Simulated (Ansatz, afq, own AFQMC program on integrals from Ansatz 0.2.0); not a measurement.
Integrals from Ansatz 0.2.0, then the random walk in our own AFQMC program (afq).

```yaml
crystal:
  periodic: [false, false, false]
  atoms:
    - {symbol: B, position_ang: [-0.191061, 0.000000, 0.000000]}
    - {symbol: H, position_ang: [-0.787794, 1.033571, 0.000000]}
    - {symbol: H, position_ang: [-0.787794, -1.033571, 0.000000]}
    - {symbol: H, position_ang: [1.366939, 0.000000, 0.000000]}
    - {symbol: H, position_ang: [2.257939, 0.000000, 0.000000]}
basis:
  gaussian: {orbitals: cc-pVTZ}
magnetization: {spin_polarized: true, initial_magnetization: 1}
correlation: {method: ccsd_t, electrons: outside_noble_gas, hamiltonian_folder: ham}
```

```sh
$ ansatz run in.yaml --threads 1 --pin off --events-out ev --progress --plain --max-ram 24576MiB --backend cuda --devices 0, --max-vram 18GiB
```

afq runs on the folder ham with

```
--method phaseless --trial cisd --walkers 1900 --populations 20 --least-time 60 --time-step 0.005 --steps-per-block 50 --equilibration-blocks 28 --max-blocks 4000 --target-error 0.00016 --factor-cut 1e-05 --start spin_pure --seed 8803 --release-times 0.24,0.51,0.99,1.62,2.4 --release-step 0.03 --release-every 3 --taylor-order 6
```

Times are imaginary, in 1/Eh. The walk had a cap of 243 s. With eight or more populations the least sampling time is a fifth of least-time, and the error comes from their spread.

Log:

```
orbitals 85  electrons 4 3  factors 472 of 472
reference energy -26.86353460 Eh
CCSD correlation -0.14983854 Eh in 10 cycles, weight of the determinant in the CISD state 0.9255
energy of the start -27.012779 Eh
 block  time / (1/Eh)  mean weight  energy / Eh
     1     0.250  0.9999  -27.012363
     2     0.500  0.9997  -27.013304
     3     0.750  0.9998  -27.014320
     4     1.000  0.9996  -27.014936
     5     1.250  1.0002  -27.015394
    10     2.500  1.0001  -27.016432
    15     3.750  1.0004  -27.016690
    20     5.000  0.9996  -27.017241
    25     6.250  0.9998  -27.016984
    30     7.500  0.9994  -27.017141
    34     8.500  1.0002  -27.017859
    35     8.750  1.0005  -27.017352
    40    10.000  0.9997  -27.016744
    43    10.750  0.9996  -27.016368
    45    11.250  0.9999  -27.016821
    50    12.500  1.0000  -27.017537
    55    13.750  1.0002  -27.017320
    60    15.000  0.9997  -27.016964
    65    16.250  1.0003  -27.016680
    70    17.500  1.0005  -27.017295
    75    18.750  0.9991  -27.016613
    78    19.500  0.9999  -27.016866
error from the spread of 20 populations
released: time / (1/Eh)  energy / Eh  error  mean overlap
  0.24  -27.017152  0.000067  0.9991
  0.51  -27.017213  0.000075  0.9955
  0.99  -27.017169  0.000057  0.9920
  1.62  -27.017205  0.000063  0.9885
  2.40  -27.017210  0.000069  0.9832
energy -27.017056 +/- 0.000057 Eh
(rows thinned)
```

The run passed its tests (sampling time, drift between the halves within three errors, error under three times the target), which doesn't prove that it has relaxed.

Against this walk (error 1.6 meV) on the same determinant: CCSD(T) 15.4 meV higher, CCSDT(Q) 3.8 meV lower. The error is statistical and leaves out the bias of the constraint. Released to 2.40 1/Eh the energy moves by -4.2 ± 2.5 meV (both errors), within twice the noise.

Cautions: constraint bias not in the error.

The walk took 81 s on 1 × NVIDIA H100 80GB HBM3 with 2 threads of AMD EPYC 7R13 Processor (Zen 3), with other jobs on the host (the card was shared). The log's last line is the phaseless energy.

CCSDT and higher add their correlation energy to the determinant of the CCSD(T) run, since their own runs factorise the integrals more tightly (a shift of under 2 meV). A walk keeps the symmetry of its determinant, which the program's search chose and which needn't be the lowest solution, so a lower state of the same spin and another symmetry isn't excluded.
